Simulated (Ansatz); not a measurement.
# BCl2+ (quintet): the correlation ladder, def2-QZVPP

An exercise on one series of results from a longer session: the logs are not shown, and one member is left open.

Method: def2-QZVPP, core rule «outside noble gas», up to 11 orbitals frozen; program: Ansatz 0.2.0, Gaussian basis.

Plan: UHF; ROHF; CCSD(T) on UHF.

3 further runs of the same task are left out: 1 that didn't finish, 2 set aside as unsound or not needed.

## The system

The geometry is a PBE0/def2-TZVP stationary point (not a proven minimum) of the parent state, kept for this charge and spin.

3 atoms, charge 1, spin multiplicity 5.

Atoms are counted from 1 here; the program's logs count them from 0.

Bond lengths: B1–Cl2 1.837 Å, B1–Cl3 1.837 Å. Angles: Cl2–B1–Cl3 89.7°.

Set-up of the first run:

in.yaml reads:

```yaml
crystal:
  periodic: [false, false, false]
  atoms:
    - {symbol: B, position_ang: [0.000000, -1.130054, 0.000000]}
    - {symbol: Cl, position_ang: [0.000000, 0.172299, -1.295539]}
    - {symbol: Cl, position_ang: [0.000000, 0.172299, 1.295539]}
basis:
  gaussian: {orbitals: "def2-QZVPP.json"}
total_charge: 1
magnetization: {spin_polarized: true, initial_magnetization: 4}
hamiltonian: {xc: hf}
output: {orbitals: {seedname: orbitals}}
```

On the command line:

```console
ansatz run in.yaml --threads 1 --pin off --events-out ev --progress --plain --max-ram 2393MiB
```

Steps of the session up to this table: UHF; ROHF; CCSD(T) on UHF.

One of the session's tables, all rows but one given; the rest of the session is left out.

```
  method  from UCCSD(T) (kcal/mol)
    ROHF                   +309.87
     UHF                   +301.47
    UMP2                    +45.18
   UCCSD                         ?
UCCSD(T)                         0
```

Estimate the missing values for UCCSD.

The run gave: from UCCSD(T) (kcal/mol): +14.84. In the column «from UCCSD(T) (kcal/mol)» it lies between UCCSD(T) (0) and UMP2 (+45.18).
